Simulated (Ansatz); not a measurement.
Gas-phase electronic energies from Ansatz, PBE0-D4/def2-TZVP geometries. CCSD(T)/CBS is the MP2 limit (def2-TZVPP, def2-QZVPP) plus CCSD(T) − MP2 in def2-TZVPP, frozen cores. This one scheme is used for every species. DFT in def2-TZVPP. One conformer a species, not always the lowest.

Consider the formal loss of a carbene: `NCF` → `[CH]F` + NH₃.

`NCF`:

```xyz
7

N    -0.436    0.756   -0.191
C     0.387   -0.282    0.270
F     0.101   -1.530   -0.309
H    -0.334    0.926   -1.181
H    -1.411    0.611    0.031
H     1.431   -0.069    0.032
H     0.263   -0.411    1.347
```

`[CH]F`:

```xyz
3

C     0.236   -0.179    0.414
F    -0.409    0.918    0.146
H     0.173   -0.740   -0.561
```

NH₃:

Cartesian coordinates in Å:
```
N -0.012 -0.067 -0.273
H 0.073 -0.889 0.312
H 0.781 0.528 -0.067
H -0.842 0.428 0.028
```

Problem. Is it downhill or uphill in electronic energy at CCSD(T)/CBS, and by how much? (Estimate.)

Solution. Computed: Uphill: ΔE = +367.7 kJ/mol.

Problem. What do these levels give: B97M-V, B2PLYP, PBE, BHLYP, CCSD(T)/def2-SVP, MP2/def2-QZVPP? (An estimate is asked.)

Solution. Ansatz gave: B97M-V 372.1, B2PLYP 372.7, PBE 385.9, BHLYP 374.1, CCSD(T)/def2-SVP 376.5, MP2/def2-QZVPP 392.0 kJ/mol.

Largest T1 diagnostic among the species: 0.018.

In def2-TZVPP, CCSD(T) changes the Hartree–Fock value by +29.9 kJ/mol (the triples alone add +1.9 kJ/mol) and MP2 by +56.3 kJ/mol. The D4 term adds +6.2 kJ/mol with B3LYP and +3.2 kJ/mol with PBE0; it sums over pairs of atoms, weighted by their polarisabilities, and B3LYP, whose exchange is more repulsive, gets the larger term. Leaving LDA and LC-ωPBE aside and taking each functional with its dispersion term where it has one, the values, not all of them listed here, spread over 37.3 kJ/mol, from BLYP-D4 to r2SCAN0-D4. LDA lies +58.6 kJ/mol from PBE without D4.

B3LYP here is the variant with VWN-RPA as its local correlation; programs differ in this.
